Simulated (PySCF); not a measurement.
Stepwise substitution at one centre (B Cl-Br). Isolated molecules, 0 K electronic values unless said otherwise. Strings in code marks are SMILES.

The vertical ionisation energy (Delta-SCF) from two functionals at the same geometries (PBE0-D4/def2-TZVP), both in PySCF: PBE-D3(BJ)/def2-TZVP and PBE0-D4/def2-TZVP. Delta-SCF ions had no search for a lower state. 

```tsv
species	PBE-D3(BJ)/def2-TZVP (eV)
0 of 3 Cl replaced by Br (`ClB(Cl)Cl`)	10.77
1 of 3 Cl replaced by Br	10.38
2 of 3 Cl replaced by Br (`ClB(Br)Br`)	10.07
3 of 3 Cl replaced by Br (`B(Br)(Br)Br`)	9.82
```

**Question.** What does PBE0-D4/def2-TZVP give for each?

**Answer.** 
- 0 of 3 Cl replaced by Br (`ClB(Cl)Cl`): 11.31
- 1 of 3 Cl replaced by Br: 10.86
- 2 of 3 Cl replaced by Br (`ClB(Br)Br`): 10.55
- 3 of 3 Cl replaced by Br (`B(Br)(Br)Br`): 10.32
Over these rows, drawn at random from the members with no instability flagged (it was tested for open shells, ions and some series alone), PBE minus PBE0-D4: mean -0.50 eV, from -0.54 eV to -0.47 eV.
